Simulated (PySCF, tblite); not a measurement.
A complex of ammonium and 2 × hydrogen fluoride

A gas-phase complex of ammonium and 2 × hydrogen fluoride; charge +1, singlet. The structure comes from a short search (6 tight-binding starts) and was relaxed by PBE0-D3(BJ)/def2-TZVPD; another way of binding may lie lower. No frequency run checks that it is a minimum.

Parts: 1 = ammonium ([NH4+]), atoms 1–5, charge +1; 2 = hydrogen fluoride (F), atoms 6–7; 3 = hydrogen fluoride (F), atoms 8–9.

```csv
atom,part,x (Å),y (Å),z (Å)
N1,1,-0.372,-0.211,-0.622
H2,1,-0.906,-1.037,-0.931
H3,1,-0.713,0.637,-1.100
H4,1,-0.473,-0.103,0.387
H5,1,0.616,-0.345,-0.845
F6,2,-1.661,-2.626,-1.181
H7,2,-2.248,-3.154,-1.668
F8,3,-0.937,2.107,-2.071
H9,3,-1.499,2.792,-2.345
```

```json
{"contact": "H3···F8", "kind (by geometry)": "hydrogen bond", "distance (Å)": "1.776", "angle (°)": "167"}
{"contact": "H2···F6", "kind (by geometry)": "hydrogen bond", "distance (Å)": "1.777", "angle (°)": "168"}
```

Interaction energies are complex less parts, with the parts frozen as they stand in it; counterpoise-corrected, in kcal/mol (PySCF).

Q: Give the interaction energy at each level run.

A: 
```csv
level,interaction,superposition error removed
wB97M-D3(BJ)/def2-TZVPD,-23.24,-0.12
PBE0-D3(BJ)/def2-TZVPD,-23.94,-0.12
RI-MP2/def2-TZVPD,-22.21,-0.88
```

Q: What holds them together? Decompose the wB97M-D3(BJ)/def2-TZVPD energy: frozen parts, their antisymmetrised product, then relaxation.

A: electrostatic -24.5, Pauli repulsion +13.1, orbital relaxation -10.8, dispersion correction -1.1 kcal/mol, which sum to the value before the counterpoise correction; the Pauli term holds the exchange-correlation of the frozen density too. Of the attraction, 67 % is electrostatic, 30 % is orbital relaxation, 3 % is dispersion correction.

Q: Are the pair energies additive?

A: The pairs sum to -24.18 kcal/mol (1–2 -12.2, 1–3 -12.2, 2–3 0.3); the rest of +0.94 is a many-body weakening.

The parts were also relaxed and run alone, at the levels used for the complex: shieldings by PBE0/pcSseg-2; core levels by delta-SCF with SCAN, pcX-2 on the ionised atom and pcseg-1 elsewhere, spin-free X2C.

Q: How do these values change when the complex forms?

A: 
| property | alone | in the complex | change |
| --- | --- | --- | --- |
| N1–H3 bond (Å) | 1.024 | 1.031 | +0.007 |
| shielding of H3 (ppm) | 26.51 | 24.27 | -2.25 |
| shielding of F8 (ppm) | 410.5 | 403.6 | -6.9 |
| shielding of H2 (ppm) | 26.51 | 24.26 | -2.26 |
| shielding of F6 (ppm) | 410.5 | 403.7 | -6.8 |
| N1 1s core level (eV) | 417.02 | 415.05 | -1.97 |
| F6 1s core level (eV) | 694.11 | 698.96 | +4.85 |
| F8 1s core level (eV) | 694.11 | 698.98 | +4.87 |

The 5 runs behind this took 2.5 min in all, one thread each of Arm Neoverse N1 on a shared host, launched as `OMP_NUM_THREADS=1 python cluster_run.py task.json out`.
